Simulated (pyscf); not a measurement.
This saddle point was located with ωB97X-D3(BJ)/def2-SVP in PySCF.

```xyz
8

Cl    -0.2350    -0.1810     1.5485
C     -0.9551    -0.3920    -0.0079
Cl    -0.9802    -1.9812    -0.6852
Cl    -3.1295    -0.3512     0.6842
H     -1.5636     0.4137    -0.4539
F      0.6165     1.6416    -0.7849
C      0.3294     0.4228    -1.0932
F      0.0881     0.3768    -2.3593
```

Surface: singlet, charge 0. Lowest wavenumbers (cm⁻¹): 821i, 78, 85, 137, 160.

Q: Which two sides does it connect, and which bonds change?

A: Cl–CH(Cl)–Cl (SMILES ClC(Cl)Cl) + F–C:–F (SMILES F[C]F) [singlet] ⇌ F–C(F)=C(Cl)–Cl (SMILES FC(F)=C(Cl)Cl) + HCl (SMILES Cl), a concerted two-bond exchange read from left to right: C–Cl, C–H broken and C–C, Cl–H formed. At ωB97M-D3(BJ)/def2-TZVP it lies +54.5 kcal/mol from the left side and +88.4 kcal/mol from the right (each side as separated species at their lowest minima found). This is the saddle that the search found; another between the same sides may lie lower. A restricted solution here is unstable towards spin polarisation, so biradical character is likely and single-reference numbers are less safe.
